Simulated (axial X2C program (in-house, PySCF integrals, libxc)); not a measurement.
Spectroscopic constants of OH⁻

Computed with an in-house all-electron X2C program for linear molecules (integrals from PySCF). Spin-free means the one-electron spin-free X2C Hamiltonian; two-component (2c) means X2C with spin–orbit coupling and atomic mean-field two-electron Coulomb and Gaunt terms, so the difference of the two also holds small scalar two-electron terms. Basis: O dyall-av3z [7s6p3d2f], H dyall-av3z [7s3p2d] (cores contracted in-house); Gaussian nuclei, density fitting, unrestricted open shells. Masses: O 15.995 u, H 1.008 u.

Input:
```json
{
 "zs": [
  8,
  1
 ],
 "q": -1,
 "bas": [
  "dyall-av3z",
  "dyall-av3z"
 ],
 "levels": [
  "PBE0",
  "HF",
  "r2SCAN0"
 ],
 "cc": true,
 "r0": 0.95,
 "thr": -2.0,
 "nmax": 90,
 "npts": 10,
 "nst": 2,
 "ntry": 6
}
```
```bash
python so2c.py task.json out
```

Keys: zs atomic numbers; q charge; bas basis sets; levels methods; cc coupled cluster on or off; r0 starting distance in Å; thr threshold in hartree for freezing inner shells (an s shell follows its p shell); nmax most natural virtual spinors; npts points on the curve; nst determinants followed; ntry starts of the search. HF also brings MP2.

State, spin-free: M_S = 0, Λ = 0 (closed shell); electrons by block: σα: 3, σβ: 3, π+α: 1, π+β: 1, π-α: 1, π-β: 1. Fragments: O- + H for PBE0, MP2, CCSD, CCSD(T), r2SCAN0; O + H- for HF.

State, 2c: Ω = 0 (closed shell); electrons by block: 1/2: 4, -1/2: 4, 3/2: 1, -3/2: 1. Fragments: O- + H for PBE0, MP2, CCSD, CCSD(T), r2SCAN0; O + H- for HF.

```csv
Hamiltonian,level,Re (Å),ωe (cm⁻¹),De (eV),μ (D)
spin-free,PBE0,0.962,3816.9,4.79,1.11
spin-free,HF,0.943,4061.8,n/a,1.27
spin-free,MP2,0.968,3791.8,5.19,n/a
spin-free,CCSD,0.965,3767.8,4.85,n/a
spin-free,CCSD(T),0.968,3719.0,4.95,n/a
spin-free,r2SCAN0,0.957,3868.1,4.71,1.14
2c,PBE0,0.962,3817.3,4.80,1.11
2c,HF,0.943,4062.2,n/a,1.27
2c,MP2,0.968,3792.1,5.19,n/a
2c,CCSD,0.964,3768.7,4.85,n/a
2c,CCSD(T),0.968,3719.9,4.95,n/a
2c,r2SCAN0,0.957,3868.5,4.71,1.13
```

Correlated methods: 8 electrons correlated (number of frozen shells: O 1 s; H none), 146 virtual spin orbitals or spinors in MP2, 90 natural virtuals in coupled cluster.

Dipoles are positive if H is the positive end and refer to the centre of mass.

The state is one determinant whose occupation by symmetry is held fixed; it was picked as the lowest of a PBE0 search that is not exhaustive. The closed shell is kept restricted, so the energy runs too high when the bond is stretched far. Dissociation energies refer to the lowest single-determinant-based atoms at the same level and basis. De is not given where an atomic determinant may have missed its ground term or J level, or where the truncated virtual space spoils (T). Coupled cluster ran in a truncated set of natural virtual spinors; the MP2 energy of the rest was added. (T) has no such correction and the atoms are truncated less, which lowers De at CCSD(T) by a hundredth of an eV or more. The 2c atoms are single determinants rather than J levels; their spin–orbit lowering is only partly caught, and De is too large by that part. This holds for PBE0, r2SCAN0. The functionals have no current-density term, which raises determinants with orbital currents, atoms included. The highest occupied level of some functionals is positive through self-interaction error; at Hartree–Fock it is bound.

Rough cost a point (2c) on 1 thread(s) of a shared host, integrals apart: PBE0 0.16 s, CCSD(T) 2.6 s, r2SCAN0 0.24 s.

The whole task took 62 s on 1 thread of Intel(R) Xeon(R) 6975P-C (Granite Rapids), on a shared host.
